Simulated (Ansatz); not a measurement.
## Ansatz (development build ahead of 0.2.0) run

```yaml
crystal:
  periodic: [false, false, false]
  atoms:
    - { symbol: C, position_ang: [1.11959, -0.01749, 0.11234] }
    - { symbol: C, position_ang: [0.03924, 1.07142, -0.09664] }
    - { symbol: C, position_ang: [-1.11696, 0.02653, 0.12002] }
    - { symbol: C, position_ang: [-0.00876, -1.103, -0.16803] }
    - { symbol: H, position_ang: [1.41635, 0.03481, 1.21244] }
    - { symbol: H, position_ang: [1.97163, 0.04435, -0.53556] }
    - { symbol: H, position_ang: [0.02373, 1.44469, -1.19626] }
    - { symbol: H, position_ang: [-0.04541, 1.95657, 0.49741] }
    - { symbol: H, position_ang: [-1.92151, 0.00608, -0.51495] }
    - { symbol: H, position_ang: [-1.37357, 0.03734, 1.16609] }
    - { symbol: H, position_ang: [-0.04108, -1.98978, 0.53399] }
    - { symbol: H, position_ang: [0.02583, -1.40812, -1.13595] }
basis:
  gaussian: { orbitals: "6-31G" }
hamiltonian:
  xc: hf
```

The input is written out in the form of the current development build from the run's settings.

The run gave:

```json
{
 "Converged": "yes",
 "Total energy": "-156.01040 hartree",
 "Spin squared of the determinant": "0.000"
}
```
